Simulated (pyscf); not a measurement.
# Routes from F–BH–F + NH₃

Candidate steps break at most two bonds and form at most two. Each was searched with GFN2-xTB (tblite) first. Structures and frequencies: ωB97X-D3(BJ)/def2-SVP in PySCF. MP2 and CC: frozen core, UHF for open shells. ΔMP2 is the change of the MP2 total energy from the triple- to the quadruple-zeta basis. Energies: CCSD(T)/def2-TZVPP + ΔMP2(QZVPP), kcal/mol, from the separated reactants, singlet surface; ΔG‡ with ideal gas, 1 atm, RRHO with modes under 100 cm⁻¹ raised to 100, one conformer, R ln 2 for chiral ones without a mode under 150 cm⁻¹.

| products | type | ΔE‡ | ΔE | ΔG‡ 298 K | ΔG‡ 900 K | ν‡ (cm⁻¹) |
|---|---|---|---|---|---|---|
| HF + H₂N–BH–F | four-centre exchange | 18.6 | +6.5 | 28.1 | 49.3 | 780i |
| F–BH–F + NH₃ | four-centre exchange | 90.3 | 0.0 | 96.9 | 118.2 | 1338i |

Row 1: On the reactant side the descent ends in an adduct with a B–N contact, 18.3 kcal/mol under the separated species and 34.8 kcal/mol under the saddle at ωB97X-D3(BJ)/def2-TZVP. On the product side the descent ends in a complex, 4.7 kcal/mol under the separated species and 14.2 kcal/mol under the saddle at ωB97X-D3(BJ)/def2-TZVP. Row 2: On the reactant side the descent ends in an adduct with a B–N contact, 19.3 kcal/mol under the separated species and 119.0 kcal/mol under the saddle at ωB97X-D3(BJ)/def2-TZVP. On the product side the descent ends in an adduct with a B–N contact, 19.3 kcal/mol under the separated species and 119.0 kcal/mol under the saddle at ωB97X-D3(BJ)/def2-TZVP. 

Plain bond fissions and candidates not yet searched are not listed, and one of them may be faster. Each barrier is that of the saddle found; lower ones may exist. A restricted solution here is unstable towards spin polarisation, so biradical character is likely and single-reference numbers are less safe. The CCSD(T) − MP2 part came from Ansatz, without density fitting, on the same reference.
